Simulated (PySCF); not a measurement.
**Bond curve of LiN**

Set-up: basis Li x2c-TZVPPall, N x2c-TZVPPall; spin-free X2C with a Gaussian nucleus; PySCF 2.14. Energies in eV from Li + N in their ground configurations at the same level. All curves are PBE0. state 1: ³Σ⁻ (triplet), unpaired electrons π ↑↑; state 2: ³Π (triplet), unpaired electrons σ ↑, π ↑, a second solution, started from another occupation; state 3: Ms = 0 determinant of mixed spin (⟨S²⟩ near 1.0), unpaired electrons π ↑↓, a mixture of terms (⟨Lz²⟩ = 2.0), a second solution, started from another occupation; state 4: Ms = 0 determinant of mixed spin (⟨S²⟩ near 1.0), unpaired electrons σ ↓, π ↑, a second solution, started from another occupation.

```json
{"R (Å)": "1.597", "state 1": "-1.218", "state 2": "-1.268", "state 3": "-0.728", "state 4": "-0.7047"}
{"R (Å)": "1.671", "state 1": "-1.440", "state 2": "-1.345", "state 3": "-0.946", "state 4": "-0.7866"}
{"R (Å)": "1.746", "state 1": "-1.564", "state 2": "-1.348", "state 3": "-1.066", "state 4": "-0.7958"}
{"R (Å)": "1.801", "state 1": "-1.609", "state 2": "-1.316", "state 3": "-1.107", "state 4": "-0.7676"}
{"R (Å)": "1.857", "state 1": "-1.622", "state 2": "-1.261", "state 3": "-1.116", "state 4": "-0.7167"}
{"R (Å)": "1.913", "state 1": "-1.610", "state 2": "-1.188", "state 3": "-1.099", "state 4": "-0.6484"}
{"R (Å)": "1.987", "state 1": "-1.564", "state 2": "-1.072", "state 3": "-1.047", "state 4": "-0.5374"}
{"R (Å)": "2.080", "state 1": "-1.475", "state 2": "-0.906", "state 3": "-0.947", "state 4": "-0.3772"}
{"R (Å)": "2.191", "state 1": "-1.340", "state 2": "-0.689", "state 3": "-0.796", "state 4": "-0.1669"}
{"R (Å)": "2.340", "state 1": "-1.146", "state 2": "-0.392", "state 3": "-0.566", "state 4": "0.1235"}
```

Task: Put a parabola through the three lowest points of the state 1 curve and estimate Re, k and ωe (reduced mass 4.674 u; 1 eV/Å² = 0.16022 mdyn/Å; ωe = 1302.8·√(k/μ) cm⁻¹).

Result: Through R = 1.801, 1.857, 1.913 Å the second-order coefficient is 3.99 eV/Å², so Re ≈ 1.858 Å, k ≈ 1.28 mdyn/Å and ωe ≈ 681 cm⁻¹. A polynomial fit of higher order to the unrounded PBE0 energies gives Re = 1.855 Å, k = 1.29 mdyn/Å, ωe = 684 cm⁻¹; anharmonicity and rounding make the difference.

The higher-order fit for each curve: state 1: Re = 1.855 Å, ωe = 684 cm⁻¹, De = 1.62 eV; state 2: Re = 1.712 Å, ωe = 798 cm⁻¹, minimum 1.35 eV below the ground-state fragments; state 3: Re = 1.846 Å, ωe = 703 cm⁻¹, minimum 1.12 eV below the ground-state fragments; state 4: Re = 1.719 Å, ωe = 785 cm⁻¹, minimum 0.80 eV below the ground-state fragments.

⟨S²⟩ of the unrestricted solution departs from its pure value on part of the curve, where spin states mix. The state was picked by a PBE0 search and need not be the measured ground state.
